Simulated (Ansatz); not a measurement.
H2Si (`[SiH2]`): measurement beside calculation (Ansatz, PBE0-D4/def2-TZVP geometry).

```xyz
3

Si    0.578   -0.060   -0.411
H     0.331    0.393    1.025
H    -0.909   -0.332   -0.614
```

Enthalpy of formation at 298 K: 65.2 kcal/mol (zero for an element's reference state; older measured values of the G2 set, as listed by Staroverov and co-workers, J. Chem. Phys. 119, 12129, 2003). With their computed zero-point and thermal terms and the atoms' enthalpies of Curtiss and co-workers (1997) it gives an electronic atomization energy of 151.5 kcal/mol.

```
             level  atomization (kcal/mol)  error  error per bond
       LDA (SPW92)                   166.5   15.0             7.5
            PBE-D4                   148.7   -2.8            -1.4
         revPBE-D4                   147.9   -3.6            -1.8
           BLYP-D4                   153.4    2.0             1.0
         r2SCAN-D4                   149.1   -2.3            -1.2
            B97M-V                   156.7    5.2             2.6
           PBE0-D4                   147.8   -3.6            -1.8
          B3LYP-D4                   154.7    3.2             1.6
        r2SCANh-D4                   148.7   -2.8            -1.4
        r2SCAN0-D4                   148.1   -3.4            -1.7
          HSE06-D4                   147.9   -3.6            -1.8
          BHLYP-D4                   152.2    0.8             0.4
      CAM-B3LYP-D4                   154.0    2.5             1.3
           ωB97X-V                   154.8    3.3             1.7
           ωB97M-V                   155.6    4.1             2.1
            B2PLYP                   151.3   -0.1            -0.1
          PBE-QIDH                   147.3   -4.2            -2.1
               PBE                   148.2   -3.3            -1.6
            revPBE                   146.0   -5.5            -2.7
              BLYP                   152.2    0.8             0.4
            r2SCAN                   149.0   -2.5            -1.2
              PBE0                   147.4   -4.1            -2.0
             B3LYP                   153.8    2.4             1.2
           r2SCANh                   148.5   -2.9            -1.5
           r2SCAN0                   147.9   -3.5            -1.8
             HSE06                   147.5   -3.9            -2.0
             BHLYP                   151.6    0.1             0.1
         CAM-B3LYP                   153.6    2.1             1.1
           LC-ωPBE                   146.5   -5.0            -2.5
     HF/def2-TZVPP                   110.2  -41.2           -20.6
    MP2/def2-TZVPP                   143.9   -7.6            -3.8
SCS-MP2/def2-TZVPP                   149.7   -1.7            -0.9
   CCSD/def2-TZVPP                   149.6   -1.8            -0.9
CCSD(T)/def2-TZVPP                   150.4   -1.0            -0.5
     HF/def2-QZVPP                   110.5  -41.0           -20.5
    MP2/def2-QZVPP                   146.3   -5.2            -2.6
SCS-MP2/def2-QZVPP                   152.5    1.1             0.5
   CCSD/def2-QZVPP                   151.7    0.3             0.1
CCSD(T)/def2-QZVPP                   152.6    1.1             0.6
      HF/CBS(def2)                   110.6  -40.9           -20.5
     MP2/CBS(def2)                   147.9   -3.6            -1.8
    CCSD/CBS(def2)                   153.1    1.7             0.8
 CCSD(T)/CBS(def2)                   154.0    2.5             1.3
```

Functionals use def2-TZVPP; B3LYP here is the variant with VWN-RPA as its local correlation; programs differ in this. The calculations leave out spin–orbit coupling, scalar relativity and, for the correlated methods, core correlation; together these are worth up to about 1 kcal/mol a heavy atom. HSE06 is defined as in plane-wave codes. CBS extrapolates def2-TZVPP and def2-QZVPP. T1 = 0.014. CCSD(T)/CBS misses by more than these terms explain, and whether the calculation, the thermal terms or a tabulated enthalpy is at fault wasn't checked.
